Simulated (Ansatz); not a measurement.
Geometry optimisation, UKS PBE/def2-SVP in Ansatz 0.2.0.

Input:

```yaml
crystal:
  periodic: [false, false, false]
  atoms:
    - { symbol: Si, position_ang: [0.000266, 1.1e-05, -0.157695] }
    - { symbol: H, position_ang: [0.000147, -3.1e-05, 1.321785] }
    - { symbol: H, position_ang: [1.414626, -9.0e-06, -0.66856] }
    - { symbol: H, position_ang: [-0.706823, 1.224875, -0.668713] }
    - { symbol: H, position_ang: [-0.70688, -1.224792, -0.668776] }
    - { symbol: C, position_ang: [4.5e-05, -3.9e-05, 3.635491] }
    - { symbol: H, position_ang: [-0.592752, -0.92331, 3.683078] }
    - { symbol: H, position_ang: [1.096021, -0.051753, 3.68348] }
    - { symbol: H, position_ang: [-0.50315, 0.974948, 3.68281] }
magnetization:
  spin_polarized: true
  initial_magnetization: 1
basis:
  gaussian: { orbitals: def2-SVP }
hamiltonian:
  xc: pbe
relax:
  f_tol: 0.03
  max_steps: 50
output:
  orbitals: {}
```

Launched with:

```bash
$ ansatz run input.yaml --threads 2 --pin off --max-ram 3072MiB --backend cpu --events-out ev --progress --plain --runs-dir out
```

Question: Where does it end, and by what steps?

Answer: The forces met the threshold. After 6 steps the energy has fallen by 0.034 eV; C6 moved furthest, 0.34 Å.

| step | energy less start (eV) | largest force component (eV/Å) | accepted |
| --- | --- | --- | --- |
| 0 | 0.0000 | 0.611 | yes |
| 1 | -0.0043 | 0.334 | yes |
| 2 | -0.0291 | 0.233 | yes |
| 3 | -0.0305 | 0.116 | yes |
| 4 | -0.0334 | 0.038 | yes |
| 5 | 0.0159 | 0.655 | no |
| 6 | -0.0338 | 0.004 | yes |

```xyz
9
Properties=species:S:1:pos:R:3
Si 0.000 0.000 -0.410
H 0.000 0.000 1.095
H 1.416 0.000 -0.915
H -0.707 1.226 -0.915
H -0.708 -1.226 -0.915
C 0.000 0.000 3.973
H -0.593 -0.924 3.976
H 1.097 -0.052 3.976
H -0.504 0.976 3.976
```

Whether the end is a true minimum wasn't checked by a vibrational analysis.

Run time: 8.1 s on 2 threads of Arm Neoverse V2, with other jobs on the host, peak memory 0.12 GiB.
